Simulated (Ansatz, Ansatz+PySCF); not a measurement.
```yaml
atoms:
  - { symbol: S, position_ang: [0.0250, 0.0428, -0.0730] }
  - { symbol: H, position_ang: [-0.0161, 0.0144, 1.2292] }
```

UHF-MP2 on doublet SH was run in several spherical basis sets with Ansatz (development build ahead of 0.2.0). Frozen core: 5 orbitals.

(1) Rank the basis sets by the total energy that they give, lowest first, with the distance from the lowest.
A. aug-cc-pVDZ
B. cc-pVDZ
C. 6-31G
D. def2-TZVP
E. def2-SVP
F. STO-3G
G. 6-31G(d)

Results:

(1) D (0.00 eV), A (0.87 eV), B (1.18 eV), G (2.30 eV), C (4.55 eV), E (4.73 eV), F (123.00 eV).

Totals follow the description of the cores as much as that of the bonds, so this order isn't one of quality for chemistry.
